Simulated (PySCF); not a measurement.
Level of theory: PySCF with PBE-D3(BJ)/def2-TZVP // B3LYP-D3(BJ)/def2-TZVP. Gas-phase values, no solvent. 

Reference species (SMILES): `C[C]C#N` (lower triplet) (neutral, multiplicity 3).

The highest occupied spin orbital comes out as -5.76 eV.

Changed species: `C[C]F` (excited triplet) (X = fluoro, multiplicity 3; the reference has X = cyano, multiplicity 3).

Give the shifts of the highest occupied spin orbital.

the highest occupied spin orbital goes up by 1.66 eV, to -4.10 eV.
